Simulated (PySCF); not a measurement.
## How methods differ on the ionisation energy of O

O [He] 2s2 2p4 (3P) → O⁺ [He] 2s2 2p3 (4S), as a difference of total energies. Computed with PySCF 2.14 in aug-cc-pCVQZ-DK, with the spin-free X2C one-electron Hamiltonian (Gaussian nucleus). Correlated levels: valence: 1s2 frozen; valence and next inner shell: nothing frozen. The calculations carry no spin-orbit coupling.

```tsv
method	ionisation energy (eV)
UHF	12.014
LDA	13.996
PBE	14.055
PBE0	13.840
r2SCAN	13.709
M06	13.756
wB97X	13.790
B2PLYP	13.804
MP2 (valence)	13.432
SCS-MP2 (valence)	13.563
MP2 (valence and next inner shell)	13.448
SCS-MP2 (valence and next inner shell)	13.569
```

**Question.** How much does correlation contribute at MP2 (valence and next inner shell)?

**Answer.** 13.448 − (12.014) = 1.434 eV, measured against UHF.

Errors of the correlated levels include the incompleteness of this basis and the frozen core.

For comparison: 13.608 eV (measured; NIST levels, between the centres of gravity of the two terms).
